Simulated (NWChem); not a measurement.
Correlation energy of CH$_{2}$

```xyz
3

C      0.0000     0.0000     0.1799
H      0.8622     0.0000    -0.5398
H     -0.8622     0.0000    -0.5398
```
Charge 0, spin multiplicity 1.

All runs are NWChem calculations. All single points use one geometry, from B3LYP/def2-SVP, a minimum by its harmonic frequencies.

Basis set: cc-pVDZ. Each correlation energy counts from its own Hartree-Fock reference.

The correlated methods keep 1 core orbital frozen. The structure started from a generated list of species. Coupled-cluster values serve here as a point of comparison, not as the truth.

One of these methods gave a correlation energy of -110.7 mHa. Which?
(A) CCSD
(B) RI-MP2
(C) CCSD(T)
(D) SCS-MP2

B, RI-MP2. The others give -141.8 (CCSD(T)), -118.7 (SCS-MP2), -138.9 (CCSD).
